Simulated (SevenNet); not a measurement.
# bcc Ba

All values below come from the machine-learned potential SevenNet-l3i5 (trained on PBE and PBE+U data).

Cell (relaxed at this level):

```cif
data_Ba
_chemical_formula_sum 'Ba1'
_space_group_name_H-M_alt 'P 1'
_space_group_IT_number 1
_cell_length_a 4.38050
_cell_length_b 4.38050
_cell_length_c 4.38050
_cell_angle_alpha 109.471
_cell_angle_beta 109.471
_cell_angle_gamma 109.471
loop_
_space_group_symop_operation_xyz
  'x, y, z'
loop_
_atom_site_label
_atom_site_type_symbol
_atom_site_fract_x
_atom_site_fract_y
_atom_site_fract_z
_atom_site_occupancy
Ba1 Ba 0.00000 0.00000 0.00000 1
```

```yaml
equilibrium_lattice_constant_a: 5.058 Å
volume_per_atom: 64.71 Å³/atom
```

Measured, for comparison: lattice constant a 4.995 Å (low-temperature or extrapolated to 0 K; zero-point anharmonic expansion removed, our sources range from 4.995 to 5.004; as tabulated in Csonka et al. (2009), arXiv:0903.4037); equilibrium volume per atom 62.31 Å³/atom (low-temperature or extrapolated to 0 K; zero-point anharmonic expansion removed; as tabulated in Csonka et al. (2009), arXiv:0903.4037). Computed (rounded) less measured: lattice constant a +1.3 % (+1.1 % to +1.3 % over the range), equilibrium volume per atom +3.9 %.

A machine-learned potential is trained on density-functional data: it inherits that level's misses and adds fitting errors of its own.

Note: the model's thermal expansion at 300 K is negative.
